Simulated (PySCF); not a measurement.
These are PBE-D3(BJ)/def2-TZVP // PBE-D3(BJ)/def2-SVP (PySCF) values and carry that method's errors. All species are isolated molecules in the gas phase. 

Reference species (SMILES): `[OH]` (neutral, multiplicity 2).

```
Property                          Value
-----------------------------  --------
highest occupied spin orbital  -7.14 eV
dipole moment                    1.73 D
```

Changed species: `[NH2]` (free radical NH2; the reference has free radical OH).

Predict the effect on the highest occupied spin orbital and dipole moment.

the highest occupied spin orbital decreases by 0.06 eV, to -7.20 eV; the dipole moment increases by 0.19 D, to 1.92 D.
